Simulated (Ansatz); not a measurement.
# CF (sextet): wave-function methods side by side, cc-pVTZ

The task here is to estimate one member of a computed series from the others.

Method: cc-pVTZ, core rule «outside noble gas», up to 2 orbitals frozen; program: Ansatz 0.2.0, Gaussian basis.

Plan: UHF; CCSD(T) on ROHF; CCSD(T) on UHF; BCCD(T) on ROHF; CISD; CCSDT(Q) on ROHF; CCSDT(Q) on UHF; CASSCF and MRCISD+Q, 11 electrons in 8 orbitals; CASSCF and NEVPT2, 11 electrons in 8 orbitals.

5 further runs of the same task are left out: 5 set aside as unsound or not needed.

## The system

The geometry is a PBE0/def2-TZVP stationary point (not a proven minimum) of the parent state, kept for this charge and spin.

2 atoms, charge 0, spin multiplicity 6.

Atoms are counted from 1 here; the program's logs count them from 0.

Bond lengths: C1–F2 1.316 Å.

Set-up of the first run:

in.yaml reads:

```yaml
crystal:
  periodic: [false, false, false]
  atoms:
    - {symbol: C, position_ang: [0.000000, 0.000000, 0.000000]}
    - {symbol: F, position_ang: [0.000000, 0.000000, 1.315900]}
basis:
  gaussian: {orbitals: cc-pVTZ}
magnetization: {spin_polarized: true, initial_magnetization: 5}
hamiltonian: {xc: hf}
output: {orbitals: {seedname: orbitals}}
```

Command:

```
$ ansatz run in.yaml --threads 1 --pin off --events-out ev --progress --plain --max-ram 3968MiB --backend cpu
```

Steps of the session up to this table: UHF; CCSD(T) on ROHF; CCSD(T) on UHF; BCCD(T) on ROHF; CISD; CCSDT(Q) on ROHF; CCSDT(Q) on UHF; CASSCF and MRCISD+Q, 11 electrons in 8 orbitals; CASSCF and NEVPT2, 11 electrons in 8 orbitals.

One table of the session follows, with a row left open; its other results are not shown here.

```
          method  from UCCSDT(Q) (meV)
            ROHF               +7815.9
             UHF                     ?
            RMP2                +687.6
            UMP2                +713.4
            CISD                +453.6
           RCCSD                +189.0
           UCCSD                +183.8
        RCCSD(T)                 +18.2
        UCCSD(T)                 +16.1
         BCCD(T)                 +18.6
          RCCSDT                  +6.1
          UCCSDT                  +3.4
       RCCSDT(Q)                  +3.1
       UCCSDT(Q)                     0
  CASSCF valence               +7793.8
  NEVPT2 valence               +1353.5
  MRCISD valence                +505.0
MRCISD+Q valence                +109.6
```

Estimate the missing values for UHF.

As computed: from UCCSDT(Q) (meV): +7611.7. In the column «from UCCSDT(Q) (meV)» it lies between NEVPT2 valence (+1353.5) and CASSCF valence (+7793.8).

Caveats from the session: Restricted and unrestricted rows rest on different reference determinants; where their highest levels disagree by more than a few hundredths of an eV, they describe different states and don't form one ladder.
